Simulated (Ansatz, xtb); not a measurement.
# C2H6FO2+: which of two conformers lies lower

Structure a: `O[C@H](F)C[OH2+]`, a singlet. Structure b: `O[C@H](F)C[OH2+]`, a singlet. Both are isolated ions in the gas phase, relaxed with r2SCAN-D4/def2-SVP.

a (Å):

```yaml
atoms:
  - { symbol: C, position_ang: [0.9731, 1.7963, 0.9046] }
  - { symbol: C, position_ang: [0.6687, 0.9457, 2.1372] }
  - { symbol: F, position_ang: [-0.4071, 1.4468, 2.7902] }
  - { symbol: O, position_ang: [-0.0189, 1.2944, -0.0790] }
  - { symbol: O, position_ang: [0.3503, -0.3035, 1.5861] }
  - { symbol: H, position_ang: [0.2667, 1.3269, -1.0126] }
  - { symbol: H, position_ang: [1.9838, 1.6184, 0.5125] }
  - { symbol: H, position_ang: [0.7700, 2.8605, 1.0727] }
  - { symbol: H, position_ang: [1.5252, 0.8954, 2.8311] }
  - { symbol: H, position_ang: [-0.1672, 0.3271, 0.2759] }
  - { symbol: H, position_ang: [-0.0026, -0.9229, 2.2490] }
```

b (Å):

```xyz
11

C    -1.2038    2.1088    1.4088
C    -0.5899    0.8662    2.0364
F    -0.9561    3.1759    2.2257
O    -0.4810    2.2478    0.2264
O     0.8717    1.0095    1.7554
H    -0.7422    3.0303   -0.2885
H    -2.2919    2.0186    1.2493
H    -0.8838   -0.0648    1.5367
H    -0.7255    0.8047    3.1225
H     1.3343    1.5332    2.4425
H     0.8454    1.5612    0.8903
```

Question: Estimate which is lower in electronic energy at CCSD(T)/def2-SVP + ΔMP2/def2-TZVPP, and by roughly how much.

Answer: Not settled: CCSD(T)/def2-SVP + ΔMP2/def2-TZVPP gives E(b) − E(a) = −0.045 eV, but this leans on the basis-set step: CCSD(T) alone gives −0.036 eV.

How the difference moves with the method:

```tsv
level	geometry	E(b) − E(a) (eV)	departure from the last row (eV)	job, with rough time for the two
r2SCAN-D4/def2-SVP	r2SCAN-D4/def2-SVP	−0.021	+0.024	optimisation, 48 s
HF/def2-SVP	r2SCAN-D4/def2-SVP	−0.050	−0.005	part of the CCSD(T) run
MP2/def2-SVP	r2SCAN-D4/def2-SVP	−0.030	+0.015	part of the CCSD(T) run
CCSD(T)/def2-SVP	r2SCAN-D4/def2-SVP	−0.036	+0.009	single point
CCSD(T)/def2-SVP + ΔMP2/def2-TZVPP	r2SCAN-D4/def2-SVP	−0.045		single point, 27 s
```

r2SCAN-D4/def2-SVP finds them nearly level. The largest departure from CCSD(T)/def2-SVP + ΔMP2/def2-TZVPP is that of r2SCAN-D4/def2-SVP, 0.024 eV. Levels run at GFN2-xTB geometries aren't shown. The last row adds to CCSD(T) the change of the MP2 difference between the two basis sets, here −0.009 eV.

With harmonic frequencies from r2SCAN-D4/def2-SVP (ideal gas, rigid rotor, one conformer each, 298.15 K, 1 atm): the zero-point term adds +0.010 eV; ΔH is −0.031 and ΔG −0.041 eV.

The correlated steps freeze 5 core orbitals. Programs: Ansatz 0.2.0; the last row on 2 threads of Arm Neoverse V2 on a shared host.
